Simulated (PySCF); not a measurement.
Na(Cl) anion (ClNa), SMILES [Cl][Na] (connectivity only; charge and spin as stated), charge -1, multiplicity 2. Atoms are numbered in the order given.

```xyz
2

Na     0.0000     0.0000    -1.5206
Cl     0.0000     0.0000     0.9839
```
Charge -1, spin multiplicity 2.

Geometry: PBE0-D3(BJ)/def2-TZVPD. The spin state was assumed, not searched.

Computed with PBE0-D3(BJ)/def2-TZVPD (PySCF).

Frequencies are harmonic and unscaled.

```csv
mode,ν (cm⁻¹),IR (km/mol),moving atoms (share of kinetic energy)
1,264,51.5,"Na 61 %, Cl 39 %"
```
